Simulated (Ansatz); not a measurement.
**SiH₃O (doublet): RPA-PBE over a scan of the distance O1–H3 along a hydrogen transfer, cc-pVDZ**

How well do these functionals follow the top wave-function level for SiH₃O (doublet) over a scan of the distance O1–H3 along a hydrogen transfer?

The runs use Ansatz 0.2.0, Gaussian basis; cc-pVDZ, all electrons in the functionals, frozen cores in the correlation of double hybrids and RPA.

The runs, in order: RPA-PBE, at 0.892 Å; 0.960 Å; 1.058 Å; 1.157 Å; 1.255 Å; 1.354 Å; 1.453 Å; 1.551 Å; 1.650 Å.

8 further runs of the same task are left out: 1 for a mislabelled method, 7 that didn't finish.

**1. The geometry**

The geometry derives from fragments relaxed apart (PBE0/def2-TZVP) and kept rigid, so it is no stationary point. A hydrogen atom is moved between rigid fragments.

5 atoms, charge 0, spin multiplicity 2.

Atoms are counted from 1 here; the program's logs count them from 0.

Bond lengths: O1–H2 0.960 Å, O1–H3 0.960 Å, Si4–H5 1.532 Å. Angles: H2–O1–H3 105.1°.

No dispersion term is added.

The geometry shown and the zero of energy belong to the point 0.960 Å. The yardstick, UCCSDT(Q), and other wave-function levels (R restricted, U unrestricted, valence and pair active spaces) come from earlier runs.

**2. RPA-PBE, 0.892 Å**

File in.yaml:

```yaml
crystal:
  periodic: [false, false, false]
  atoms:
    - {symbol: O, position_ang: [-1.930558, 0.011831, 0.000000]}
    - {symbol: H, position_ang: [-2.179867, 0.938406, 0.000000]}
    - {symbol: H, position_ang: [-1.038558, 0.011831, 0.000000]}
    - {symbol: Si, position_ang: [1.159442, 0.011831, 0.000000]}
    - {symbol: H, position_ang: [1.555877, -1.467683, 0.000000]}
basis:
  gaussian: {orbitals: cc-pVDZ}
magnetization: {spin_polarized: true, initial_magnetization: 1}
hamiltonian: {xc: {name: PBE}}
correlation: {method: rpa, electrons: outside_noble_gas}
```

Run with:

```console
$ ansatz run in.yaml --threads 1 --pin off --events-out ev --progress --plain --max-ram 2393MiB
```

Output:

```text
Functional definition: PBE
  name "PBE"
  cite "Perdew, Burke & Ernzerhof, Phys. Rev. Lett. 77, 3865 (1996) doi:10.1103/PhysRevLett.77.3865"
  parent pbe
  parameter kappa = 0.804
  parameter beta = 0.06672455060314922
  exchange = pbe_x(kappa = kappa, mu = beta*pi^2/3)
  correlation = pbe_c(beta = beta)
444 factors; integrals over basis functions are off by at most 1.5e-3 eV
mean field evaluation 1: about -9958.2326 eV, gradient 3.9e1 eV
mean field evaluation 2: about -9958.2286 eV, gradient 3.9e1 eV
mean field evaluation 4: about -9961.0031 eV, gradient 1.8e1 eV
mean field evaluation 8: about -9963.6217 eV, gradient 5.2e-1 eV
mean field evaluation 16: about -9963.6224 eV, gradient 3.7e-4 eV
mean field evaluation 32: about -9963.5675 eV, gradient 3.2e-2 eV
mean field evaluation 64: about -9963.6222 eV, gradient 6.2e-2 eV
mean field evaluation 96: about -9963.5629 eV, gradient 3.5e-1 eV
mean field evaluation 128: about -9898.6243 eV, gradient 5.4e1 eV
mean field -9963.62241995 eV, -366.1563703472 hartree, gradient 6.2e-6 eV, S^2 0.754415; 9 other end points of the search recorded, 0 dependent functions left out
6 core orbitals not correlated: weight in the atoms' cores, before any rotation towards them, 1.000 or more for the frozen orbitals, at most 0.000 for the correlated occupied ones
reference -9943.62020654 eV, -365.4213025626 hartree; 7, 6 occupied and 34, 35 virtual orbitals, 444 factors
Total energy: -9956.31651582 eV, -365.8878833227 hartree
```

Wall time 4.2 s (1 thread of Intel Xeon 6975P-C, shared host).

From the report: ⟨S²⟩ of the determinant 0.754 (pure doublet: 0.75).

**3. RPA-PBE, 0.960 Å**

File in.yaml:

```yaml
crystal:
  periodic: [false, false, false]
  atoms:
    - {symbol: O, position_ang: [-1.932003, 0.011831, 0.000000]}
    - {symbol: H, position_ang: [-2.181312, 0.938406, 0.000000]}
    - {symbol: H, position_ang: [-0.972474, 0.011831, 0.000000]}
    - {symbol: Si, position_ang: [1.157997, 0.011831, 0.000000]}
    - {symbol: H, position_ang: [1.554432, -1.467683, 0.000000]}
basis:
  gaussian: {orbitals: cc-pVDZ}
magnetization: {spin_polarized: true, initial_magnetization: 1}
hamiltonian: {xc: {name: PBE}}
correlation: {method: rpa, electrons: outside_noble_gas}
```

The command is unchanged.

Output, cut to the lines that bear on the results:

```text
Functional definition: PBE
  name "PBE"
  cite "Perdew, Burke & Ernzerhof, Phys. Rev. Lett. 77, 3865 (1996) doi:10.1103/PhysRevLett.77.3865"
  parent pbe
[...]
445 factors; integrals over basis functions are off by at most 1.4e-3 eV
[...]
mean field -9963.84538515 eV, -366.1645641675 hartree, gradient 5.1e-6 eV, S^2 0.754448; 11 other end points of the search recorded, 0 dependent functions left out
6 core orbitals not correlated: weight in the atoms' cores, before any rotation towards them, 1.000 or more for the frozen orbitals, at most 0.000 for the correlated occupied ones
reference -9943.63032887 eV, -365.4216745513 hartree; 7, 6 occupied and 34, 35 virtual orbitals, 445 factors
Total energy: -9956.48027675 eV, -365.8939014259 hartree
```

Wall time 4.1 s (1 thread of Intel Xeon 6975P-C, shared host).

From the report: ⟨S²⟩ of the determinant 0.754 (pure doublet: 0.75).

**4. RPA-PBE, 1.058 Å**

File in.yaml:

```yaml
crystal:
  periodic: [false, false, false]
  atoms:
    - {symbol: O, position_ang: [-1.934110, 0.011831, 0.000000]}
    - {symbol: H, position_ang: [-2.183419, 0.938406, 0.000000]}
    - {symbol: H, position_ang: [-0.876110, 0.011831, 0.000000]}
    - {symbol: Si, position_ang: [1.155890, 0.011831, 0.000000]}
    - {symbol: H, position_ang: [1.552325, -1.467683, 0.000000]}
basis:
  gaussian: {orbitals: cc-pVDZ}
magnetization: {spin_polarized: true, initial_magnetization: 1}
hamiltonian: {xc: {name: PBE}}
correlation: {method: rpa, electrons: outside_noble_gas}
```

The command is unchanged.

Output, cut to the lines that bear on the results:

```text
Functional definition: PBE
  name "PBE"
  cite "Perdew, Burke & Ernzerhof, Phys. Rev. Lett. 77, 3865 (1996) doi:10.1103/PhysRevLett.77.3865"
  parent pbe
[...]
445 factors; integrals over basis functions are off by at most 1.5e-3 eV
[...]
mean field -9963.79081793 eV, -366.1625588589 hartree, gradient 6.5e-6 eV, S^2 0.754555; 9 other end points of the search recorded, 0 dependent functions left out
6 core orbitals not correlated: weight in the atoms' cores, before any rotation towards them, 1.000 or more for the frozen orbitals, at most 0.000 for the correlated occupied ones
reference -9943.22253925 eV, -365.4066885592 hartree; 7, 6 occupied and 34, 35 virtual orbitals, 445 factors
Total energy: -9956.32202781 eV, -365.8880858844 hartree
```

It took 3.9 s on 1 thread of Intel Xeon 6975P-C, shared host.

From the report: ⟨S²⟩ of the determinant 0.755 (pure doublet: 0.75).

From 0.960 Å: +0.158 eV.

**5. RPA-PBE, 1.157 Å**

File in.yaml:

```yaml
crystal:
  periodic: [false, false, false]
  atoms:
    - {symbol: O, position_ang: [-1.936228, 0.011831, 0.000000]}
    - {symbol: H, position_ang: [-2.185537, 0.938406, 0.000000]}
    - {symbol: H, position_ang: [-0.779228, 0.011831, 0.000000]}
    - {symbol: Si, position_ang: [1.153772, 0.011831, 0.000000]}
    - {symbol: H, position_ang: [1.550207, -1.467683, 0.000000]}
basis:
  gaussian: {orbitals: cc-pVDZ}
magnetization: {spin_polarized: true, initial_magnetization: 1}
hamiltonian: {xc: {name: PBE}}
correlation: {method: rpa, electrons: outside_noble_gas}
```

Same command.

Output, cut to the lines that bear on the results:

```text
Functional definition: PBE
  name "PBE"
  cite "Perdew, Burke & Ernzerhof, Phys. Rev. Lett. 77, 3865 (1996) doi:10.1103/PhysRevLett.77.3865"
  parent pbe
[...]
445 factors; integrals over basis functions are off by at most 1.6e-3 eV
[...]
mean field -9963.53104446 eV, -366.1530123601 hartree, gradient 4.9e-6 eV, S^2 0.754758; 11 other end points of the search recorded, 0 dependent functions left out
6 core orbitals not correlated: weight in the atoms' cores, before any rotation towards them, 1.000 or more for the frozen orbitals, at most 0.000 for the correlated occupied ones
reference -9942.58217940 eV, -365.3831557686 hartree; 7, 6 occupied and 34, 35 virtual orbitals, 445 factors
Total energy: -9955.95765264 eV, -365.8746953442 hartree
```

Wall time 3.7 s (1 thread of Intel Xeon 6975P-C, shared host).

From the report: ⟨S²⟩ of the determinant 0.755 (pure doublet: 0.75).

From 0.960 Å: +0.523 eV.

**6. RPA-PBE, 1.255 Å**

File in.yaml:

```yaml
crystal:
  periodic: [false, false, false]
  atoms:
    - {symbol: O, position_ang: [-1.938325, 0.011831, 0.000000]}
    - {symbol: H, position_ang: [-2.187634, 0.938406, 0.000000]}
    - {symbol: H, position_ang: [-0.683325, 0.011831, 0.000000]}
    - {symbol: Si, position_ang: [1.151675, 0.011831, 0.000000]}
    - {symbol: H, position_ang: [1.548110, -1.467683, 0.000000]}
basis:
  gaussian: {orbitals: cc-pVDZ}
magnetization: {spin_polarized: true, initial_magnetization: 1}
hamiltonian: {xc: {name: PBE}}
correlation: {method: rpa, electrons: outside_noble_gas}
```

Launched as before.

Output, cut to the lines that bear on the results:

```text
Functional definition: PBE
  name "PBE"
  cite "Perdew, Burke & Ernzerhof, Phys. Rev. Lett. 77, 3865 (1996) doi:10.1103/PhysRevLett.77.3865"
  parent pbe
[...]
447 factors; integrals over basis functions are off by at most 1.4e-3 eV
[...]
mean field -9963.22916314 eV, -366.1419184263 hartree, gradient 7.4e-6 eV, S^2 0.754969; 11 other end points of the search recorded, 0 dependent functions left out
6 core orbitals not correlated: weight in the atoms' cores, before any rotation towards them, 1.000 or more for the frozen orbitals, at most 0.000 for the correlated occupied ones
reference -9941.93676576 eV, -365.3594372550 hartree; 7, 6 occupied and 34, 35 virtual orbitals, 447 factors
Total energy: -9955.58068734 eV, -365.8608421248 hartree
```

Wall time 3.9 s (1 thread of Intel Xeon 6975P-C, shared host).

From the report: ⟨S²⟩ of the determinant 0.755 (pure doublet: 0.75).

From 0.960 Å: +0.900 eV.

**7. RPA-PBE, 1.354 Å**

File in.yaml:

```yaml
crystal:
  periodic: [false, false, false]
  atoms:
    - {symbol: O, position_ang: [-1.940443, 0.011831, 0.000000]}
    - {symbol: H, position_ang: [-2.189752, 0.938406, 0.000000]}
    - {symbol: H, position_ang: [-0.586443, 0.011831, 0.000000]}
    - {symbol: Si, position_ang: [1.149557, 0.011831, 0.000000]}
    - {symbol: H, position_ang: [1.545992, -1.467683, 0.000000]}
basis:
  gaussian: {orbitals: cc-pVDZ}
magnetization: {spin_polarized: true, initial_magnetization: 1}
hamiltonian: {xc: {name: PBE}}
correlation: {method: rpa, electrons: outside_noble_gas}
```

Same command.

Output, cut to the lines that bear on the results:

```text
Functional definition: PBE
  name "PBE"
  cite "Perdew, Burke & Ernzerhof, Phys. Rev. Lett. 77, 3865 (1996) doi:10.1103/PhysRevLett.77.3865"
  parent pbe
[...]
445 factors; integrals over basis functions are off by at most 1.4e-3 eV
[...]
mean field -9962.95532940 eV, -366.1318552217 hartree, gradient 4.8e-6 eV, S^2 0.755300; 15 other end points of the search recorded, 0 dependent functions left out
6 core orbitals not correlated: weight in the atoms' cores, before any rotation towards them, 1.000 or more for the frozen orbitals, at most 0.000 for the correlated occupied ones
reference -9941.43105268 eV, -365.3408526420 hartree; 7, 6 occupied and 34, 35 virtual orbitals, 445 factors
Total energy: -9955.28359616 eV, -365.8499242252 hartree
```

Wall time 4.3 s (1 thread of Intel Xeon 6975P-C, shared host).

From the report: ⟨S²⟩ of the determinant 0.755 (pure doublet: 0.75).

From 0.960 Å: +1.197 eV.

**8. RPA-PBE, 1.453 Å**

File in.yaml:

```yaml
crystal:
  periodic: [false, false, false]
  atoms:
    - {symbol: O, position_ang: [-1.942561, 0.011831, 0.000000]}
    - {symbol: H, position_ang: [-2.191870, 0.938406, 0.000000]}
    - {symbol: H, position_ang: [-0.489561, 0.011831, 0.000000]}
    - {symbol: Si, position_ang: [1.147439, 0.011831, 0.000000]}
    - {symbol: H, position_ang: [1.543873, -1.467683, 0.000000]}
basis:
  gaussian: {orbitals: cc-pVDZ}
magnetization: {spin_polarized: true, initial_magnetization: 1}
hamiltonian: {xc: {name: PBE}}
correlation: {method: rpa, electrons: outside_noble_gas}
```

Same command.

Output, cut to the lines that bear on the results:

```text
Functional definition: PBE
  name "PBE"
  cite "Perdew, Burke & Ernzerhof, Phys. Rev. Lett. 77, 3865 (1996) doi:10.1103/PhysRevLett.77.3865"
  parent pbe
[...]
445 factors; integrals over basis functions are off by at most 1.5e-3 eV
[...]
mean field -9962.72791963 eV, -366.1234980668 hartree, gradient 1.9e-6 eV, S^2 0.756593; 12 other end points of the search recorded, 0 dependent functions left out
6 core orbitals not correlated: weight in the atoms' cores, before any rotation towards them, 1.000 or more for the frozen orbitals, at most 0.000 for the correlated occupied ones
reference -9941.14198990 eV, -365.3302297809 hartree; 7, 6 occupied and 34, 35 virtual orbitals, 445 factors
Total energy: -9955.09037844 eV, -365.8428236050 hartree
```

It took 4.5 s on 1 thread of Intel Xeon 6975P-C, shared host.

From the report: ⟨S²⟩ of the determinant 0.757 (pure doublet: 0.75).

From 0.960 Å: +1.390 eV.

**9. RPA-PBE, 1.551 Å**

File in.yaml:

```yaml
crystal:
  periodic: [false, false, false]
  atoms:
    - {symbol: O, position_ang: [-1.944658, 0.011831, 0.000000]}
    - {symbol: H, position_ang: [-2.193967, 0.938406, 0.000000]}
    - {symbol: H, position_ang: [-0.393658, 0.011831, 0.000000]}
    - {symbol: Si, position_ang: [1.145342, 0.011831, 0.000000]}
    - {symbol: H, position_ang: [1.541777, -1.467683, 0.000000]}
basis:
  gaussian: {orbitals: cc-pVDZ}
magnetization: {spin_polarized: true, initial_magnetization: 1}
hamiltonian: {xc: {name: PBE}}
correlation: {method: rpa, electrons: outside_noble_gas}
```

Same command.

Output, cut to the lines that bear on the results:

```text
Functional definition: PBE
  name "PBE"
  cite "Perdew, Burke & Ernzerhof, Phys. Rev. Lett. 77, 3865 (1996) doi:10.1103/PhysRevLett.77.3865"
  parent pbe
[...]
443 factors; integrals over basis functions are off by at most 1.5e-3 eV
[...]
mean field -9962.51477476 eV, -366.1156651372 hartree, gradient 2.6e-6 eV, S^2 0.758257; 14 other end points of the search recorded, 0 dependent functions left out
6 core orbitals not correlated: weight in the atoms' cores, before any rotation towards them, 1.000 or more for the frozen orbitals, at most 0.000 for the correlated occupied ones
reference -9941.01927088 eV, -365.3257199401 hartree; 7, 6 occupied and 34, 35 virtual orbitals, 443 factors
Total energy: -9954.95205635 eV, -365.8377403619 hartree
```

Run time: 4.3 s. Hardware: 1 thread of Intel Xeon 6975P-C, shared host.

From the report: ⟨S²⟩ of the determinant 0.758 (pure doublet: 0.75).

From 0.960 Å: +1.528 eV.

**10. RPA-PBE, 1.650 Å**

File in.yaml:

```yaml
crystal:
  periodic: [false, false, false]
  atoms:
    - {symbol: O, position_ang: [-1.946776, 0.011831, 0.000000]}
    - {symbol: H, position_ang: [-2.196085, 0.938406, 0.000000]}
    - {symbol: H, position_ang: [-0.296776, 0.011831, 0.000000]}
    - {symbol: Si, position_ang: [1.143224, 0.011831, 0.000000]}
    - {symbol: H, position_ang: [1.539658, -1.467683, 0.000000]}
basis:
  gaussian: {orbitals: cc-pVDZ}
magnetization: {spin_polarized: true, initial_magnetization: 1}
hamiltonian: {xc: {name: PBE}}
correlation: {method: rpa, electrons: outside_noble_gas}
```

Launched as before.

Output, cut to the lines that bear on the results:

```text
Functional definition: PBE
  name "PBE"
  cite "Perdew, Burke & Ernzerhof, Phys. Rev. Lett. 77, 3865 (1996) doi:10.1103/PhysRevLett.77.3865"
  parent pbe
[...]
443 factors; integrals over basis functions are off by at most 1.5e-3 eV
[...]
mean field -9962.24079904 eV, -366.1055967152 hartree, gradient 1.2e-6 eV, S^2 0.758681; 14 other end points of the search recorded, 0 dependent functions left out
6 core orbitals not correlated: weight in the atoms' cores, before any rotation towards them, 1.000 or more for the frozen orbitals, at most 0.000 for the correlated occupied ones
reference -9940.92634742 eV, -365.3223050658 hartree; 7, 6 occupied and 34, 35 virtual orbitals, 443 factors
Total energy: -9954.77353997 eV, -365.8311800061 hartree
```

Wall time 4.7 s (1 thread of Intel Xeon 6975P-C, shared host).

From the report: ⟨S²⟩ of the determinant 0.759 (pure doublet: 0.75).

From 0.960 Å: +1.707 eV.

**11. The comparison**

The yardstick is UCCSDT(Q), where the cluster series has nearly closed. It comes from earlier runs at the same points. Energies in eV, counted from 0.960 Å; blanks weren't run or aren't comparable.

```csv
level,0.892 Å,0.960 Å,1.058 Å,1.157 Å,1.255 Å,1.354 Å,1.453 Å,1.551 Å,1.650 Å
UCCSDT(Q),0.151,0.000,0.182,0.585,1.018,1.375,1.600,1.730,1.877
RPA-PBE,0.164,0.000,0.158,0.523,0.900,1.197,1.390,1.528,1.707
```

Largest miss and mean time a point (UCCSDT(Q) took 62 s a point; shared hosts):

```csv
level,largest miss (eV),where,time a point
RPA-PBE,-0.210,1.453 Å,4.2 s
```

**12. Results**

```
                   quantity                value
span of the UCCSDT(Q) curve             1.877 eV
      largest miss, RPA-PBE  -0.210 eV (1.453 Å)
```

RPA-PBE strays by up to 0.210 eV, at 1.453 Å. Functionals and the yardstick converge differently with the basis, so part of each miss in cc-pVDZ is the basis.
